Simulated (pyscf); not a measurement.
H₃C–Ga(CH₃)–CH₃ (SMILES [CH3][Ga]([CH3])[CH3]) + NH₃ (SMILES N) → H₃C–Ga(CH₃)–NH₂ (SMILES [CH3][Ga]([CH3])[NH2]) + CH₄ (SMILES C), a four-centre exchange (singlet surface; C–Ga, H–N broken, Ga–N, C–H formed). Single points on ωB97X-D3(BJ)/def2-SVP structures (PySCF, gas phase). Energies in kcal/mol from the separated reactants.

Small-basis levels: PySCF, no dispersion term, spherical d functions. 

Q: In single points SVWN5/6-31G*+LANL2DZ puts the saddle at -2.5 kcal/mol and the reaction energy at -22.4 kcal/mol. Should these be trusted to within a few kcal/mol? Compare with ωB97M-D3(BJ)/def2-TZVP.

A: ωB97M-D3(BJ)/def2-TZVP gives ΔE‡ = 17.2 kcal/mol and ΔE = -16.5 kcal/mol. SVWN5/6-31G*+LANL2DZ lies 19.7 kcal/mol under it in the barrier and 5.9 kcal/mol under it in the reaction energy, so on this step it does not hold to within 3.0 kcal/mol. At SVWN5/6-31G*+LANL2DZ this geometry lies under one side, so its ΔE‡ may be no barrier of that level. ωB97M-D3(BJ)/def2-TZVP has limits of its own. On the reactant side the descent ends in an adduct with a Ga–N contact, 20.4 kcal/mol under the separated species and 36.4 kcal/mol under the saddle at ωB97X-D3(BJ)/def2-TZVP. What is counted as formed (Ga–N) is already present as a longer contact in the reactant adduct; forming that adduct is a step of its own. One saddle was located; it need not be the lowest between these sides. In the def2 sets elements up to Kr have no core potential.
